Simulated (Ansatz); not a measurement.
# BH7N2, SMILES N[BH2-][NH3+]: vertical energies of changing the electron count

Program: Ansatz's Python interface.

Contents of `bh7n2.xyz`:
```text
10

N     1.31960    0.27770    0.47190
B     0.18430   -0.40310   -0.30550
N    -1.17360    0.10950    0.19560
H     2.21380   -0.17490    0.17610
H     1.36850    1.27190    0.15320
H     0.29570   -0.17050   -1.47150
H     0.24600   -1.58390   -0.14390
H    -1.26610   -0.08060    1.21910
H    -1.93920   -0.38330   -0.31720
H    -1.24910    1.13730    0.02220
```

At the Python prompt:
```pycon
>>> import ansatz as az
>>> def total_energy(molecule, charge=0, unpaired=0):
...     calc = molecule.calculation().basis(gaussian="cc-pVDZ").functional("R2SCAN0")
...     if charge:
...         calc = calc.charge(charge)
...     if unpaired:
...         calc = calc.spin("collinear", total=unpaired)
...     report = calc.run(threads=1, pin="off").report
...     if report["published_state_doubts"]:
...         print("  doubts:", report["published_state_doubts"])
...     return report["free_energy_ev"]
...
>>> geometry = az.Crystal.molecule_from_extxyz("bh7n2.xyz")
>>> # delta-SCF style differences, no relaxation
>>> parent = total_energy(geometry, 0, 0)
>>> cation = total_energy(geometry, 1, 1)
>>> print(f"E(N)   = {parent:.5f} eV")
E(N)   = -3768.38505 eV
>>> print(f"E(N-1) = {cation:.5f} eV  (1 unpaired)")
E(N-1) = -3760.66477 eV  (1 unpaired)
>>> print(f"vertical ionisation energy {cation - parent:.3f} eV")
vertical ionisation energy 7.720 eV
```

At this unrelaxed geometry removing an electron costs 7.72 eV.

Caveats:
- Total energies depend on the basis set; only differences at equal settings carry meaning.
- The geometry is a force-field or estimated start, not a minimum of this method, and the basis set is short of its limit. All parts are taken at fixed geometry, without zero-point energy. At an unrelaxed start these energies can be a whole eV from those at the minimum, and a small affinity can change sign.
- Run time: 5.5 s on 1 thread of Intel(R) Xeon(R) Processor @ 2.30GHz, with other jobs on the host, peak memory 0.3 GiB.
